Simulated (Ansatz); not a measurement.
## Setting up SiH2 (SMILES [SiH2]) in Ansatz

SiH2: 3 atoms, total charge 0, spin state singlet. SMILES: `[SiH2]`. The coordinates come from a PBE0-D4/def2-TZVP relaxation.

```xyz
3

Si   -0.4912    0.4686   -0.2136
H     0.8403    0.5786    0.5225
H    -0.3491   -1.0472   -0.3089
```

Settings wanted:

```json
{
  "basis set": "aug-cc-pVTZ",
  "task": "energy",
  "method": "DFT",
  "functional": "BHLYP",
  "dispersion": "none",
  "reference": "RKS",
  "relativity": "none",
  "accuracy": "high",
  "start density": "atoms"
}
```

Write the Ansatz 0.2.0 input and the command.

This one ran through:

input.yaml:
```yaml
crystal:
  periodic: [false, false, false]
  atoms:
    - symbol: Si
      position_ang: [-0.491200, 0.468600, -0.213600]
    - symbol: H
      position_ang: [0.840300, 0.578600, 0.522500]
    - symbol: H
      position_ang: [-0.349100, -1.047200, -0.308900]
basis:
  gaussian:
    orbitals: aug-cc-pVTZ
accuracy: high
magnetization:
  spin_polarized: false
  initial_magnetization: 0
hamiltonian:
  xc: {name: BHLYP}
total_charge: 0
output: {orbitals: {seedname: orbitals}}
```

```bash
$ ansatz run input.yaml --threads 1 --pin off --max-ram 3480MiB --events-out events.jsonl --progress --plain --runs-dir runs
```

Calculated total energy: -290.61954 Eh.
